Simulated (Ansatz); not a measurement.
# Worked example: correlation energy of CH₃⁺, singlet

Geometry: a PBE0/def2-TZVP stationary point for this spin, not checked as a minimum.

```
atom    x (Å)    y (Å)    z (Å)
   C   0.0000   0.0000   0.0000
   H   1.0932   0.0139  -0.0002
   H  -0.5586   0.9397  -0.0028
   H  -0.5345  -0.9536   0.0030
```

Basis cc-pVTZ; Ansatz 0.2.0. Correlated methods freeze the noble-gas cores, which leaves 6 electrons in 71 orbitals. Prefix R: restricted or restricted open-shell reference.

Full CI isn't at hand for all of this; RCCSDT(Q) serves as the reference, and is uncertain by about the last step of the cluster series.

Runs differ by some tens of microhartree through their thresholds, so steps under 0.03 kcal/mol mean nothing.

```csv
level,total energy (hartree)
RHF,-39.247386
RMP2,-39.379465
RCCSD,-39.401342
RCCSD(T),-39.404384
RCCSDT,-39.404779
RCCSDT(Q),-39.404836
```

What is the correlation energy at RCCSDT(Q), and what share of it do RMP2 and RCCSD(T) recover?

E(corr) = -39.404836 − (-39.247386) = -0.157450 hartree = -4.284 eV. RMP2: -0.132079 / -0.157450 = 83.89 %. RCCSD(T): -0.156998 / -0.157450 = 99.71 %.

By how many kcal/mol does RCCSD(T) miss RCCSDT(Q) (1 hartree = 627.509 kcal/mol), and which steps make up the rest?

-39.404384 − (-39.404836) = 0.000452 hartree = 0.28 kcal/mol. Steps: RCCSDT − RCCSD(T) = -0.25, RCCSDT(Q) − RCCSDT = -0.04 kcal/mol. That is within 1 kcal/mol of the reference in this basis, which itself misses far more of the correlation at the basis-set limit.
